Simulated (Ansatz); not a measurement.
Results of r²SCAN in Ansatz (PAW) for Ge (P6₃/mmc, No. 194, 8 atoms in the cell; start mp-1091415; another form than the element's usual one).

Settings: plane-wave cutoff 500 eV, 12×12×4 k mesh (along the axes of the cell as run), Fermi–Dirac smearing 0.05 eV, scalar-relativistic PAW data made under PBE.

Cell (relaxed at this level):

```cif
data_Ge8
_chemical_formula_sum 'Ge8'
_space_group_name_H-M_alt 'P 1'
_space_group_IT_number 1
_cell_length_a 4.00354
_cell_length_b 4.00354
_cell_length_c 13.15243
_cell_angle_alpha 90.000
_cell_angle_beta 90.000
_cell_angle_gamma 120.000
loop_
_space_group_symop_operation_xyz
  'x, y, z'
loop_
_atom_site_label
_atom_site_type_symbol
_atom_site_fract_x
_atom_site_fract_y
_atom_site_fract_z
_atom_site_occupancy
Ge1 Ge 0.00000 0.00000 0.40684 1
Ge2 Ge 0.00000 0.00000 0.59316 1
Ge3 Ge 0.00000 0.00000 0.90684 1
Ge4 Ge 0.00000 0.00000 0.09316 1
Ge5 Ge 0.33333 0.66667 0.34412 1
Ge6 Ge 0.66667 0.33333 0.65588 1
Ge7 Ge 0.66667 0.33333 0.84412 1
Ge8 Ge 0.33333 0.66667 0.15588 1
```

Question: What does this level give for the band gap?

Answer: 
* **band gap**: 0.27 eV (on the SCF k mesh)

Note: the relaxation could not lower the start's symmetry, so the cell can be a saddle point above a distorted one.

Spin–orbit coupling is not included.

Static lattice: no zero-point or thermal effects.

A start named mp-… is a Materials Project structure, which need not be a measured phase.

Ansatz is a first-principles code.
